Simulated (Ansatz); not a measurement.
This geometry of AlClFH₃ (6 atoms, charge 0, multiplicity 1) is a first-order saddle point.

The calculation used Ansatz 0.2.0, RKS r2SCAN/def2-SVP.

```xyz
6
Properties=species:S:1:pos:R:3
Al 0.010 -0.163 0.001
F 0.014 0.042 1.786
H 1.415 0.152 -0.637
H -1.418 0.074 -0.621
Cl 0.080 -2.425 0.889
H 0.056 -1.280 1.782
```

Task: Which two structures does it join? (They come from a converged band through this point; their orientation in space is the band's.)

Result: Bonds broken: Cl5–H6. Bonds formed: F2–H6.

First end point:

```xyz
6
Properties=species:S:1:pos:R:3
Al 0.006 -0.017 0.025
F 0.010 0.225 1.723
H 1.410 0.152 -0.678
H -1.413 0.070 -0.661
Cl 0.084 -2.474 0.921
H 0.063 -1.555 1.870
```

Last end point:

```xyz
6
Properties=species:S:1:pos:R:3
Al 0.016 -0.383 -0.112
F 0.018 -0.031 1.867
H 1.406 0.177 -0.603
H -1.410 0.095 -0.586
Cl 0.081 -2.467 0.614
H 0.048 -0.993 2.021
```

Task: How far does it lie above each of them?

Result: 3.1 kJ/mol above the first and 13.8 kJ/mol above the second. This is the barrier of this one path; another mechanism may lie lower. The orbitals stay closed-shell, which can raise the energy where a bond breaks towards radicals; this wasn't checked here.

Run time: 2.2 min on 1 thread of Arm Neoverse V1, on a shared host, peak memory 0.12 GiB.
